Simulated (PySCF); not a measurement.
Homolysis of single bonds, series SiF3-X. Isolated molecules, 0 K electronic values unless said otherwise. One relaxed conformer stands for each flexible species; it need not be the lowest. Strings in code marks are SMILES.

The numbers are results of PySCF with r2SCAN-D4/def2-TZVP, not measurements. 

| species | dipole moment (D) | highest occupied spin orbital (eV) |
|---|---|---|
| whole molecule (`F[Si](F)(F)F`) | 0.00 | – |
| whole molecule (`F[Si](F)(F)Br`) | 0.74 | – |
| whole molecule (`F[Si](F)(F)I`) | 1.13 | – |
| radical fragment (`[OH]`) | 1.76 | -7.57 |
| radical fragment (`[NH2]`) | 1.95 | -7.41 |
| whole molecule (`S[Si](F)(F)F`) | 1.53 | – |
| radical fragment (`[SH]`) | 0.91 | -6.40 |
| radical fragment (`[BH2]`) | 0.46 | -5.29 |
